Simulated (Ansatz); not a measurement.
# BO: the cost of one run

Method: the levels named in each step, in Ansatz 0.2.0.

**1. Starting point**

Bond lengths: B1–O2 1.263 Å.

Coordinates:

```xyz
2

B     0.0000    0.0000    0.0000
O     0.0000    0.0000    1.2634
```

**2. A rough first relaxation, PBE-D4/def2-SVPD**

File input.yaml:

```yaml
crystal:
  periodic: [false, false, false]
  atoms:
    - { symbol: B, position_ang: [0.0, 0.0, 0.0] }
    - { symbol: O, position_ang: [0.0, 0.0, 1.26342] }
magnetization:
  spin_polarized: true
  initial_magnetization: 1
basis:
  gaussian: { orbitals: def2-SVPD }
hamiltonian:
  xc: pbe
  dispersion: d4
relax:
  f_tol: 0.03
  max_steps: 200
```

Launch:

```sh
> ansatz run input.yaml --threads 2 --pin off --max-ram 5120MiB --backend cpu --events-out ev --progress --plain --runs-dir out
```

**Question.** How long does this run take on 2 threads of AMD EPYC (Zen 3), shared host, and how much memory does it need?

About 2.4 s, with a peak of 0.1 GiB.
